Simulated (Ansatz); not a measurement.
fcc Ag was calculated with r²SCAN+SOC (plane waves, PAW; Ansatz, a quantum-chemistry and plane-wave program).

Input file:

Ansatz 0.2 input:
```yaml
crystal:
  lattice:
    - [0.0, 2.043, 2.043]
    - [2.043, 0.0, 2.043]
    - [2.043, 2.043, 0.0]
  atoms:
    - { symbol: Ag, position: [0.0, 0.0, 0.0] }
basis:
  ecutwfc: 560
  ecutrho_ratio: 4
  xc_grid: 3
kpoints:
  mp_grid: { grid: [24, 24, 24] }
hamiltonian:
  xc: r2scan
  dispersion: none
  pseudopotentials: { kind: paw }
scf:
  occupations: { method: fermi_dirac, width: 0.05 }
  convergence: { dr2_threshold: 0.0000000001 }
output:
  forces: false
  stress: true
  eigenvalues: true
magnetization:
  noncollinear: true
  spin_orbit: true
```

Excerpt of the program's output:

```
Crystal: 1 atoms, lattice volume = 17.054 Å³
Basis set: ecut = 560 eV, 531 PW (Γ), exchange–correlation on 72×72×72 points (27 copies of the dense FFT grid, shifted against one another)
Bands: 28, of which v1, the nominal top of the filled ones, is band 19 counted from 1 (18 counted from 0)
Symmetry: 48 space group operations + 48 with time reversal
k-points: 413 of 13824
Initial density: superposition of atomic densities (chi_scale 0.1, normalization cell)
Functional: x = r2scan, c = r2scan; τ floored in thin density (d = 2e-4 eV/Å³)
SCF 1 converged in 8 iterations: F = -7596.267016 eV  dr2 = 1.90e-11
SCF converged after 8 iterations
Free energy (F): -7596.267016 eV
Internal energy: -7596.265409 eV  (E = F + TS)
E sigma→0 (E₀):  -7596.266212 eV
Fermi energy:    17.413388 eV
--- Stress (GPa, compression-positive) ---
        1.258531       0.000000       0.000000
       -0.000000       1.258531      -0.000000
        0.000000      -0.000000       1.258531
  P = ⅓ Tr σ = 1.2585 GPa (12.585 kbar)
```

The PAW data were made under PBE.

Note: cell and atoms aren't relaxed at this level (pressure 1.3 GPa).
